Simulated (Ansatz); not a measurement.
# FOSi: the cost of one run

Computed with Ansatz 0.2.0, Gaussian basis. Level: def2-QZVPP, core rule «outside noble gas», up to 7 orbitals frozen.

The runs, in order: UHF; ROHF; CCSD(T) on UHF.

**1. The system**

The geometry is a PBE0/def2-TZVP stationary point (not a proven minimum) of the parent state, kept for this charge and spin.

3 atoms, charge 0, spin multiplicity 6.

Atoms are counted from 1 here; the program's logs count them from 0.

Bond lengths: F1–Si3 1.602 Å, O2–Si3 1.725 Å. Angles: F1–Si3–O2 115.7°.

**2. UHF**

in.yaml reads:

```yaml
crystal:
  periodic: [false, false, false]
  atoms:
    - {symbol: F, position_ang: [0.000000, 0.390347, 1.310206]}
    - {symbol: O, position_ang: [0.000000, 0.397529, -1.506653]}
    - {symbol: Si, position_ang: [0.000000, -0.490510, -0.027996]}
basis:
  gaussian: {orbitals: "def2-QZVPP.json"}
magnetization: {spin_polarized: true, initial_magnetization: 5}
hamiltonian: {xc: hf}
output: {orbitals: {seedname: orbitals}}
```

The run is started by

```console
ansatz run in.yaml --threads 1 --pin off --events-out ev --progress --plain --max-ram 2393MiB
```

Q: Estimate wall time and peak memory on 1 thread of Arm Neoverse N1, shared host.

About 26 s, with a peak of 0.42 GiB.
